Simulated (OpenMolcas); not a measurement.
## How methods differ on PH2 (SMILES [PH2])

PH2 has 3 atoms, charge 0, and is taken as a doublet. SMILES: `[PH2]`. The coordinates come from a PBE0-D4/def2-TZVP relaxation.

```jsonl
{"atom": "P", "x (Å)": "0.5257", "y (Å)": "-0.3094", "z (Å)": "0.2582"}
{"atom": "H", "x (Å)": "0.1146", "y (Å)": "1.0515", "z (Å)": "0.1767"}
{"atom": "H", "x (Å)": "-0.6404", "y (Å)": "-0.7421", "z (Å)": "-0.4350"}
```

Each level gives the energy change with the P1–H2 bond stretched from 1.424 to 2.848 Å (eV). The values are calculated.

```csv
level,kind,program,value (eV),less FCI/3-21G,CPU time (all runs)
UHF/3-21G,Hartree–Fock,OpenMolcas,1.84,-0.49,3.2 s
USVWN5/3-21G,LDA,OpenMolcas,3.08,+0.75,7.5 s
UPBE/3-21G,GGA,OpenMolcas,2.86,+0.53,8.5 s
U-r2SCAN/3-21G,meta-GGA,OpenMolcas,2.79,+0.46,11 s
UB3LYP/3-21G,global hybrid,OpenMolcas,2.88,+0.55,9.8 s
"MC-PDFT[tPBE](7,6)/3-21G",multireference,OpenMolcas,2.86,+0.53,2.8 s
"MRCI(7,6)/3-21G",multireference,OpenMolcas,2.33,0.00,3 s
FCI/3-21G,exact in the basis,OpenMolcas,2.33,0.00,7.9 s
```

FCI/3-21G is exact within its basis and frozen core, so for wave-function methods in that basis the difference is their error; functionals converge differently with the basis, so for them it is only a difference. The first shape isn't each level's own minimum. The values span 1.84 to 3.08 eV. Spin contamination of the reference (⟨S²⟩ at least 0.1 too high) touches UHF/3-21G, USVWN5/3-21G, UPBE/3-21G, U-r2SCAN/3-21G, UB3LYP/3-21G. All rows use very small basis sets, so even the best lies far from the true value. Times are those of the runs behind each value, whatever else they computed, on shared processors of several kinds: orders of magnitude only.
